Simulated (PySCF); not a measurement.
## Choosing a basis for TDDFT

Compound: C₅H₆.
SMILES: `C#CC(=C)C`

TDDFT with PBE0 (PySCF), vertical singlets, core orbitals frozen in the response, spherical d and f functions. Geometry: PBE0-D3(BJ)/def2-SVP; no solvent, vibrations or thermal averaging.

Compare 6-31G*, def2-SVP, def2-SVPD and def2-TZVP for this molecule.

| basis | functions | diffuse | S1 (eV) | S2 (eV) | S3 (eV) | S4 (eV) | S5 (eV) | LUMO (eV) | α (au) |
| --- | --- | --- | --- | --- | --- | --- | --- | --- | --- |
| 6-31G* | 82 | no | 5.50 | 5.87 | 6.44 | 7.50 | 8.20 | -0.34 | 49.5 |
| def2-SVP | 100 | no | 5.49 | 5.82 | 6.39 | 7.40 | 8.01 | -0.63 | 52.8 |
| def2-SVPD | 148 | yes | 5.43 | 5.66 | 6.25 | 6.68 | 7.24 | -0.82 | 62.1 |
| def2-TZVP | 191 | no | 5.40 | 5.63 | 6.24 | 7.22 | 7.37 | -0.81 | 60.1 |

States are compared by their number. Against the only diffuse basis here (def2-SVPD, itself not a converged limit), sets without diffuse functions differ by up to 0.08 eV in S1 and 0.96 eV in S5. State by state, the largest deviation of a set without diffuse functions is S1 0.08, S2 0.21, S3 0.19, S4 0.83, S5 0.96 eV. The same number needn't mean the same state in each row. Against def2-SVPD the polarisability deviates by -20% in 6-31G*, -15% in def2-SVP, -3% in def2-TZVP.
